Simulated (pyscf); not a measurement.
`[CH][N]=[CH2]` [singlet] + `[H][H]` → `[CH2]=[N][CH3]`, an insertion (singlet surface; H–H broken, C–H, C–H formed). Single points on ωB97X-D3(BJ)/def2-SVP structures (PySCF, gas phase). Energies in kcal/mol from the separated reactants.

Small-basis levels: PySCF, no dispersion term, spherical d functions. 

**Question.** Quick HF/6-31G* single points give ΔE‡ = 32.8 kcal/mol and ΔE = -73.9 kcal/mol. What does ωB97M-D3(BJ)/def2-TZVP give, and how far is the quick result from it?

**Answer.** ωB97M-D3(BJ)/def2-TZVP gives ΔE‡ = 22.3 kcal/mol and ΔE = -63.6 kcal/mol. HF/6-31G* lies 10.5 kcal/mol over it in the barrier and 10.3 kcal/mol under it in the reaction energy, so on this step it does not hold to within 3.0 kcal/mol. ωB97M-D3(BJ)/def2-TZVP has limits of its own. From the product side, H₂C=N• + CH₃• lies, by one bond made or cut, 7.0 kcal/mol under this saddle at ωB97M-D3(BJ)/def2-TZVP. [HC–N=CH₂] [singlet] lies 57.8 kcal/mol over its isomer H₃C–C≡N (electronic energy, ωB97M-D3(BJ)/def2-TZVP). H₂C=N–CH₃ lies 9.1 kcal/mol over its isomer H₃C–CH=NH (electronic energy, ωB97M-D3(BJ)/def2-TZVP). Another saddle between the same species, by other bonds, lies lower (15.7 kcal/mol against 22.3 kcal/mol at ωB97M-D3(BJ)/def2-TZVP).
